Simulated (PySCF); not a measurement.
PySCF input (M06-2X/6-311+G**):

```python
from pyscf import gto, dft

mol = gto.M(
    atom='''
    C    -0.05597168    1.17374823   -0.34374154
    O    -0.24944197    0.11586462    0.47547716
    C     0.18257024   -1.13520039   -0.03911133
    H     0.70352290    1.10180967   -1.11412819
    H    -0.33963666    2.12104925    0.08788748
    H     0.00612759   -1.87648924    0.73690867
    H    -0.38403480   -1.39909118   -0.93654013
    H     1.24996536   -1.10548243   -0.28082782
    ''',
    basis='6-311+g**',
    charge=0,
    spin=1,
    verbose=4,
)

mf = dft.UKS(mol, xc='m062x')
mf.grids.level = 4
mf.conv_tol = 1e-9
mf.max_cycle = 100
mf.max_memory = 1500
mf.kernel()
if not mf.converged:
    mf = mf.newton()
    mf.kernel(mf.make_rdm1())
mo, _, stable, _ = mf.stability(return_status=True)
if not stable:
    mf.kernel(mf.make_rdm1(mo, mf.mo_occ))
    stable = mf.stability(return_status=True)[2]
mf.dip_moment()
```

### Question
Predict the final energy.

### Answer
-154.33314 Eh.
